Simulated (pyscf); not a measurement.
Optimised with ωB97X-D3(BJ)/def2-SVP in PySCF.

Task: For the elementary gas-phase step •O–SiH₂–F + hydrogen (H₂) → HO–SiH₂–F + H atom (H•) (doublet surface; H–H broken, H–O formed), what barrier and reaction energy does M06-2X/def2-TZVP give, measured from the separated reactants?

Result: ΔE‡ = 5.6 kcal/mol, ΔE = -17.1 kcal/mol. ωB97M-D3(BJ)/def2-TZVP gives 4.4 kcal/mol and -15.6 kcal/mol. Zero-point energy shifts the barrier by +0.5 kcal/mol. It is a hydrogen abstraction, with an imaginary mode of 929i cm⁻¹. •O–SiH₂–F lies 23.3 kcal/mol over its isomer HO–SiH•–F (electronic energy, ωB97M-D3(BJ)/def2-TZVP). One saddle was located; it need not be the lowest between these sides. The angle at the transferred H is 159°.
